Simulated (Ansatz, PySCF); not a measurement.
Barrier height from CH3 (SMILES [CH3]) + H2 to the transition structure CH5, without zero-point energy, on the benchmark's geometries as Psi4's copy of the set gives them.
Transition structure (charge 0, multiplicity 2):
```xyz
6

C      0.0000     0.2648     0.0000
H      1.0534     0.5167     0.0000
H     -0.5266     0.5170     0.9123
H     -0.5266     0.5170    -0.9123
H     -0.0003    -1.1178     0.0000
H      0.0001    -2.0218     0.0000
```
Reactant (charge 0, multiplicity 1):
```xyz
2

H      0.00000     0.00000     0.00000
H      0.74188     0.00000     0.00000
```

Open shells are unrestricted; no spin–orbit coupling.

Frozen-core correlation. CBS: X⁻³ extrapolation of the correlation energy, Hartree–Fock from the larger set.

Run with Ansatz (a program for electronic structure); PySCF for the dispersion terms. Values without a source in brackets are computed.

PBE/def2-TZVPPD gives 15.9 kJ/mol for the barrier height.

### Question
How do the other levels lie against it? Give each less PBE: PBE-D3(BJ)/def2-TZVPPD, r2SCAN/def2-TZVPPD, PBE0/def2-TZVPPD, wB97M-V/def2-TZVPPD, B2PLYP/def2-TZVPPD, MP2/CBS(aug-cc-pVDZ, aug-cc-pVTZ), CCSD(T)/CBS(aug-cc-pVDZ, aug-cc-pVTZ).

### Answer
PBE-D3(BJ)/def2-TZVPPD -2.4; r2SCAN/def2-TZVPPD 15.9; PBE0/def2-TZVPPD 13.1; wB97M-V/def2-TZVPPD 26.9; B2PLYP/def2-TZVPPD 27.2; MP2/CBS(aug-cc-pVDZ, aug-cc-pVTZ) 36.6; CCSD(T)/CBS(aug-cc-pVDZ, aug-cc-pVTZ) 33.2 kJ/mol. 6 of 7 lie above PBE; the widest gap is to MP2/CBS(aug-cc-pVDZ, aug-cc-pVTZ).

The set's own value is 12.1 kcal/mol (Zhao et al., J. Phys. Chem. A 109, 2012 (2005), HTBH38), an estimate for the real system.
